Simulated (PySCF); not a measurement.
# Working out the electron affinity of S

S⁻ [Ne] 3s2 3p5 (2P) → S [Ne] 3s2 3p4 (3P). Computed with PySCF 2.14 in def2-QZVPPD, with no relativity, point nucleus. Frozen: 1s2. Energies in hartree (1 hartree = 27.21139 eV):

```json
{"part": "UHF", "S⁻ (lower)": "-397.545394", "S (upper)": "-397.513028"}
{"part": "MP2 opposite-spin", "S⁻ (lower)": "-0.258577", "S (upper)": "-0.227257"}
{"part": "MP2 same-spin", "S⁻ (lower)": "-0.095166", "S (upper)": "-0.086137"}
```

What does Hartree-Fock give?

(-397.513028) − (-397.545394) = 0.032366 hartree = 0.881 eV.

What do MP2 and SCS-MP2 (6/5 opposite-spin, 1/3 same-spin) give?

The opposite-spin parts differ by 0.852 eV and the same-spin parts by 0.246 eV. MP2: 0.881 + (0.852) + (0.246) = 1.979 eV. SCS-MP2: 0.881 + 1.2 × (0.852) + (0.246)/3 = 1.985 eV.

A first-order spin-orbit estimate adds -0.003 eV to MP2 (valence and next inner shell), giving 1.976 eV against 2.077 eV (measured; photodetachment measurements, as compiled on the Wikipedia data page of electron affinities).

What remains against the reference includes basis incompleteness, the frozen core and correlation beyond second order.
